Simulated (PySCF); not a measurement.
Species: C5H6.
SMILES with atom numbers: `[CH2:1]=[C:2]1[CH:3]=[C:4]1[CH3:5]` (hydrogens: H6, H7 on C1; H8 on C3; H9, H10, H11 on C5)

Structure used (GFN2-xTB), in Å, numbered top down from 1:
```
atom  x, y, z in Å
C1     0.7605    1.6366   -1.1466
C2     0.0561    0.9222   -0.3028
C3    -0.9818    0.7664    0.6994
C4    -0.2971   -0.3184    0.3597
C5    -0.0365   -1.7518    0.5045
H6     1.5383    1.1945   -1.7461
H7     0.5880    2.6921   -1.2721
H8    -1.7462    1.2179    1.2845
H9     0.9980   -1.9067    0.8117
H10   -0.7016   -2.2030    1.2392
H11   -0.1721   -2.2472   -0.4573
```

Vertical excitations from PySCF (density fitting, frozen core in the response, grid level 2 and gas phase unless stated; continuum runs use non-equilibrium linear response for the excitations) on a GFN2-xTB geometry. Reference run:

```
                                   settings    S1, eV (f)    S2, eV (f)    S3, eV (f)  T1, eV (Tamm–Dancoff)  mean α (au)
CAM-B3LYP/def2-SVPD, full TDDFT, 3 singlets  4.88 (0.033)  5.62 (0.008)  6.38 (0.000)                      –         59.5
```

Task: What do these settings give: WP04/def2-SVPD, IEF-PCM acetonitrile, start guess atom, full TDDFT, 3 singlets?

Result: 
```tsv
settings	S1, eV (f)	S2, eV (f)	S3, eV (f)	T1, eV (Tamm–Dancoff)	mean α (au)
WP04/def2-SVPD, IEF-PCM acetonitrile, start guess atom, full TDDFT, 3 singlets	4.58 (0.030)	6.21 (0.013)	6.38 (0.001)	3.52	75.7
```

S1 moves by -0.30 eV; functional and environment change together, so the shift can't be laid on one. States are counted by energy in each run and needn't keep their character from row to row.

WP04 was designed for NMR shieldings or shifts; total energies of different functionals aren't comparable.

Task: Give the leading configurations of S1 (H = HOMO, L = LUMO) and the HOMO–LUMO gap of each run.

Result: 
```
                                                                      settings  S1 configurations (weight)  S1 (eV)  orbital gap (eV)  S1 − gap (eV)
                                   CAM-B3LYP/def2-SVPD, full TDDFT, 3 singlets                    H→L 0.98     4.88              8.12          -3.24
WP04/def2-SVPD, IEF-PCM acetonitrile, start guess atom, full TDDFT, 3 singlets                    H→L 0.98     4.58              4.94          -0.36
```

The species at its GFN2-xTB geometry.
